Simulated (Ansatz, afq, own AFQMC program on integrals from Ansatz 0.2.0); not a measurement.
# BH₂, doublet in aug-cc-pVTZ, levels against CCSDT(Q)

```csv
atom,x (Å),y (Å),z (Å)
B,0.0000,0.0000,0.0000
H,0.0000,0.0000,-1.1792
H,0.0000,0.0000,1.1792
```

Basis aug-cc-pVTZ. Noble-gas cores (and the filled d shells of Ga–Kr and In–Xe) are frozen. Integrals, coupled cluster, full CI and functionals: Ansatz 0.2.0; the random walks run on the same integrals in our own AFQMC program. ph-AFQMC/CISD is guided by a CISD state made of CCSD amplitudes; releasing the constraint for a short imaginary time cuts its bias at the price of noise, slowly where states lie close. Error bars are statistical, one sigma.

Determinant: UHF, the one that the program's search chose, which needn't be the lowest solution. The geometry is a PBE0/def2-TZVP stationary point of this or a neighbouring charge and spin state.

No full CI on the walks' own integrals is used here; CCSDT(Q) serves as the reference and is uncertain by about the last step of the cluster series.

The T1 diagnostic is 0.0111, the weight of the determinant in the CISD state is 0.947 and the ⟨S²⟩ of the determinant is 0.766. The size of the correlated space is 5 electrons in 91 orbitals.

Reference: CCSDT(Q), correlation energy -2.930 eV. The released energy is read at 2.40 1/Eh (meV from the phaseless value at times in 1/Eh: -0.4 ± 1.9 at 0.24, -0.7 ± 1.9 at 0.51, -1.1 ± 1.4 at 0.99, -2.5 ± 1.7 at 1.62, -2.2 ± 1.7 at 2.40).

```json
{"level": "HF", "E − E(reference) (kJ/mol)": "282.7", "share of correlation (%)": "0.00"}
{"level": "MP2", "E − E(reference) (kJ/mol)": "57.4", "share of correlation (%)": "79.71"}
{"level": "CCSD", "E − E(reference) (kJ/mol)": "7.1", "share of correlation (%)": "97.48"}
{"level": "CCSD(T)", "E − E(reference) (kJ/mol)": "1.3", "share of correlation (%)": "99.53"}
{"level": "CCSDT", "E − E(reference) (kJ/mol)": "0.1", "share of correlation (%)": "99.96"}
{"level": "ph-AFQMC/CISD", "E − E(reference) (kJ/mol)": "0.2 ± 0.2", "share of correlation (%)": "99.92"}
{"level": "released AFQMC", "E − E(reference) (kJ/mol)": "0.0 ± 0.2", "share of correlation (%)": "99.99"}
```

A walk keeps the symmetry of its determinant, which the program's search chose and which needn't be the lowest solution, so a lower state of the same spin and another symmetry isn't excluded. Released energies are given only where the last usable release times agree within the noise; a slower fall can still hide under it.
